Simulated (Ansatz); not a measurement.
# One shape, several levels: [BH4]− (SMILES [BH4-])

We compute a comparison of 6 runs (HF/6-31G, HSE06/3-21G, SVWN5/6-31G, revPBE/6-31G, CCSDT/6-31G, FCI/6-31G) of [BH4]−. 

Program for the calculation: Ansatz 0.2.0.

5 further runs of the same task are left out: 4 that didn't finish, 1 set aside as unsound or not needed.

## Step 1: Starting point

[BH4]−: 5 atoms, total charge -1, spin state singlet. SMILES: `[BH4-]`. The H2–B1 distance was set to 3.070 Å, away from the relaxed value. At this shape a bond of the SMILES string is far longer than usual.

Bond lengths: B1–H3 1.229 Å, B1–H4 1.229 Å, B1–H5 1.229 Å. Angles: H3–B1–H4 109.5°, H3–B1–H5 109.4°, H4–B1–H5 109.5°.

## Step 2: A single-point energy at HF/6-31G (run 1)

The input, job.yaml:

```yaml
crystal:
  periodic: [false, false, false]
  atoms:
    - {symbol: B, position_ang: [-1.025238, -1.495087, -0.326809]}
    - {symbol: H, position_ang: [0.683660, 0.997010, 0.217690]}
    - {symbol: H, position_ang: [-0.298998, -2.483747, -0.393769]}
    - {symbol: H, position_ang: [-1.625748, -1.355557, -1.390059]}
    - {symbol: H, position_ang: [-1.835028, -1.643637, 0.586151]}
basis:
  gaussian:
    orbitals: 6-31G
total_charge: -1
hamiltonian:
  xc: hf
accuracy: high
```

Run with:

```bash
$ ansatz run job.yaml --threads 1 --pin off --max-ram 2610MiB --events-out events.jsonl --progress --plain --runs-dir runs
```

Log:

```text
Warning: RAYON_NUM_THREADS=1 ignored (pool sized by the plan → 1); use --threads N
Functional definition: HF
  name "HF"
  exchange = exact_x
  correlation = 0
408 factors; integrals over basis functions are off by at most 4.5e-9 eV
mean field evaluation 1: about -727.8685 eV, gradient 1.8e1 eV
mean field evaluation 2: about -727.8652 eV, gradient 1.8e1 eV
mean field evaluation 4: about -729.6837 eV, gradient 1.2e0 eV
mean field evaluation 8: about -729.6923 eV, gradient 6.4e-4 eV
mean field -729.69227436 eV, -26.8156964797 hartree, gradient 1.8e-8 eV, S^2 0.000000; 0 other end points of the search recorded, 0 dependent functions left out
reference -729.69227436 eV, -26.8156964797 hartree; 5, 5 occupied and 12, 12 virtual orbitals, 408 factors
Total energy: -729.69227436 eV, -26.8156964797 hartree
```

It took 0.14 s on 1 thread of Intel Xeon Platinum 8259CL at 2.50GHz (Skylake/Cascade Lake), shared host.

## Step 3: A single-point energy at HSE06/3-21G (run 2)

The input, job.yaml:

```yaml
crystal:
  periodic: [false, false, false]
  atoms:
    - symbol: B
      position_ang: [-1.025238, -1.495087, -0.326809]
    - symbol: H
      position_ang: [0.683660, 0.997010, 0.217690]
    - symbol: H
      position_ang: [-0.298998, -2.483747, -0.393769]
    - symbol: H
      position_ang: [-1.625748, -1.355557, -1.390059]
    - symbol: H
      position_ang: [-1.835028, -1.643637, 0.586151]
basis:
  gaussian: {orbitals: 3-21G.json}
accuracy: high
hamiltonian: {xc: {name: HSE06}}
total_charge: -1
```

The basis set 3-21G is read from a file made from the Basis Set Exchange's data (not shown).

Run with:

```bash
$ ansatz run job.yaml --threads 1 --pin off --max-ram 2610MiB --events-out events.jsonl --progress --plain --runs-dir runs
```

Log:

```text
Warning: RAYON_NUM_THREADS=1 ignored (pool sized by the plan → 1); use --threads N
Functional definition: HSE06
  name "HSE06"
  parameter a = 0.25
  parameter omega = 0.11/bohr
  exchange = pbe_x - a*pbe_x_sr(omega) + a*exact_x_sr(omega)
  correlation = pbe_c
333 factors; integrals over basis functions are off by at most 4.6e-9 eV
74 factors; integrals over basis functions are off by at most 2.7e-10 eV
mean field evaluation 1: about -730.1010 eV, gradient 1.4e1 eV
mean field evaluation 2: about -715.2494 eV, gradient 4.2e1 eV
mean field evaluation 4: about -731.9814 eV, gradient 2.2e0 eV
mean field evaluation 8: about -731.9763 eV, gradient 1.4e-1 eV
mean field evaluation 16: about -731.9764 eV, gradient 9.4e-6 eV
mean field -731.97644746 eV, -26.8996382929 hartree, gradient 4.4e-8 eV, S^2 0.000000; 0 other end points of the search recorded, 0 dependent functions left out
reference -731.97644957 eV, -26.8996383701 hartree; 5, 5 occupied and 12, 12 virtual orbitals, 333 factors
Total energy: -731.97644957 eV, -26.8996383701 hartree
```

Wall time 0.85 s (1 thread of Intel Xeon Platinum 8259CL at 2.50GHz (Skylake/Cascade Lake), shared host); peak memory 0.1 GiB.

Runs 3 to 5 aren't shown in full; the table further down has their settings and results.

## Step 4: A single-point energy at FCI/6-31G (run 6)

The input, molecule.yaml:

```yaml
crystal:
  periodic: [false, false, false]
  atoms:
    - {symbol: B, position_ang: [-1.025238, -1.495087, -0.326809]}
    - {symbol: H, position_ang: [0.683660, 0.997010, 0.217690]}
    - {symbol: H, position_ang: [-0.298998, -2.483747, -0.393769]}
    - {symbol: H, position_ang: [-1.625748, -1.355557, -1.390059]}
    - {symbol: H, position_ang: [-1.835028, -1.643637, 0.586151]}
basis:
  gaussian: {orbitals: 6-31G}
total_charge: -1
accuracy: high
correlation: {method: fci, frozen_orbitals: {B: 1, H: 0}}
```

Run with:

```bash
$ ansatz run molecule.yaml --threads 1 --pin off --max-ram 2610MiB --events-out events.jsonl --progress --plain --runs-dir runs
```

Log:

```text
Warning: RAYON_NUM_THREADS=1 ignored (pool sized by the plan → 1); use --threads N
[... 4 set-up lines as earlier in the session ...]
408 factors; integrals over basis functions are off by at most 4.5e-9 eV
mean field evaluation 1: about -727.8685 eV, gradient 1.8e1 eV
mean field evaluation 2: about -727.8652 eV, gradient 1.8e1 eV
mean field evaluation 4: about -729.6837 eV, gradient 1.2e0 eV
mean field evaluation 8: about -729.6923 eV, gradient 6.4e-4 eV
mean field -729.69227436 eV, -26.8156964797 hartree, gradient 1.8e-8 eV, S^2 0.000000; 0 other end points of the search recorded, 0 dependent functions left out; unrestricted orbitals would lower it
mean field evaluation 16: about -730.0452 eV, gradient 1.6e-1 eV
1 core orbitals not correlated: weight in the atoms' cores, before any rotation towards them, 1.000 or more for the frozen orbitals, at most 0.000 for the correlated occupied ones
reference -729.69227436 eV, -26.8156964797 hartree; 4, 4 occupied and 12, 12 virtual orbitals, 408 factors
state -732.78183511 eV, -26.9292357428 hartree
Total energy: -732.78183511 eV, -26.9292357428 hartree
```

Wall time 12 s (1 thread of Intel Xeon Platinum 8259CL at 2.50GHz (Skylake/Cascade Lake), shared host); peak memory 0.33 GiB.

## Step 5: Overview of the runs

```csv
run,level,frozen core orbitals,energy (Eh),wall time
1,HF/6-31G,–,-26.815696,0.14 s
2,HSE06/3-21G,–,-26.899638,0.85 s
3,SVWN5/6-31G,–,-26.757659,0.54 s
4,revPBE/6-31G,–,-27.101515,0.71 s
5,CCSDT/6-31G,1,-26.929530,0.57 s
6,FCI/6-31G,1,-26.929236,12 s
```

## Step 6: Summary of results

| quantity | value |
| --- | --- |
| run 6: total energy | -26.92924 Eh |
| run 6: correlation energy (1 core orbital frozen) | -113.5 mEh |

In words: Against full CI in this basis: HF +113.5 mEh; CCSDT -0.3 mEh. Totals of different functionals can't be ranked against each other. In run 5 the log says that unrestricted orbitals would lower the reference, so the values rest on an unstable closed-shell determinant (other closed-shell runs at this shape may share the fault). All runs together took 15 s, the longest 12 s.
